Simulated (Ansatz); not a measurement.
Fluorite CeO2 was calculated with PBE in Ansatz (plane waves, PAW).

Run with plane-wave cutoff 520 eV, 8×8×8 k mesh, no spin polarisation, scalar-relativistic PAW data made under PBE.

Computed at the level's own relaxed cell.

Hill averages of the elastic tensor: K = 173.9 GPa, G = 70.2 GPa. Volume 13.595 Å³/atom, mean atomic mass 57.372 u.

Question: Work out the density, the sound velocities of a polycrystal and the elastic Debye temperature at this level.

Answer: ρ = 1.66054 × 57.372/13.595 = 7.008 g/cm³. v_l = √[(K + 4G/3)/ρ] = 6.178 km/s and v_t = √(G/ρ) = 3.165 km/s. The mean follows from 3/v_m³ = 1/v_l³ + 2/v_t³: v_m = 3.545 km/s. Θ_D = (ħ/k_B) v_m (6π²/V)^(1/3) = 76.38 K Å s/km × 3.545 × 1.6331 Å⁻¹ = 442 K, counting all atoms of the cell.

Ansatz is a first-principles code.
